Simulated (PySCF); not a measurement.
**Si: ionisation energy**

Si [Ne] 3s2 3p2 (3P) → Si⁺ [Ne] 3s2 3p1 (2P), as a difference of total energies. Calculation: PySCF 2.14, in aug-cc-pCVTZ-DK (8s7p5d3f, 75 functions); the spin-free X2C one-electron Hamiltonian (Gaussian nucleus). Correlated levels: valence and next inner shell: 1s2 frozen. The calculations carry no spin-orbit coupling.

```csv
method,ionisation energy (eV),error (eV)
UHF,7.628,-0.529
MP2 (valence and next inner shell),8.038,-0.119
SCS-MP2 (valence and next inner shell),7.951,-0.206
CCSD (valence and next inner shell),8.065,-0.092
CCSD(T) (valence and next inner shell),8.101,-0.056
```

Reference: 8.157 eV (measured; NIST levels, between the centres of gravity of the two terms).

Errors of the correlated levels include the incompleteness of this basis and the frozen core.
